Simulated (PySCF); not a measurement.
These 2 structures share the formula C4H6O. Theory: PySCF 2.14.0, PBE0-D3(BJ)/def2-SVP geometry optimisation, gas phase. One conformer each; no zero-point energy, no entropy. No frequencies were run at this level. Point groups hold within 0.08 Å.

Problem. Order them by energy at this level, lowest first, and give relative energies in kcal/mol.
A. `C1=CCOC1`
B. `[CH3:1][O:2][C:3]1=[CH:4][CH2:5]1` with C1–O2–C3–C4 0°

Solution. A (0.0), B (44.8).

As drawn, the higher has a three-membered ring, which the lower lacks.

| SMILES | E (Eh) | E rel (kcal/mol) | dipole (D) | point group | A, B, C (MHz) |
| --- | --- | --- | --- | --- | --- |
| C1=CCOC1 | -230.78657 | 0.0 | 1.64 | C2v | 8083, 7985, 4231 |
| COC1=CC1 | -230.71522 | 44.8 | 1.96 | Cs | 16170, 3586, 3053 |

Problem. How do the relative energies change in single points at PBE0/pcSseg-1 (no added dispersion term) on the same geometries?

Solution. 
| SMILES | PBE0-D3(BJ)/def2-SVP (kcal/mol) | PBE0/pcSseg-1 (kcal/mol) | shift |
| --- | --- | --- | --- |
| C1=CCOC1 | 0.0 | 0.0 | 0.0 |
| COC1=CC1 | 44.8 | 44.8 | 0.0 |

Each column counts from its own lowest isomer. The order is unchanged; the largest shift is 0.0 kcal/mol.
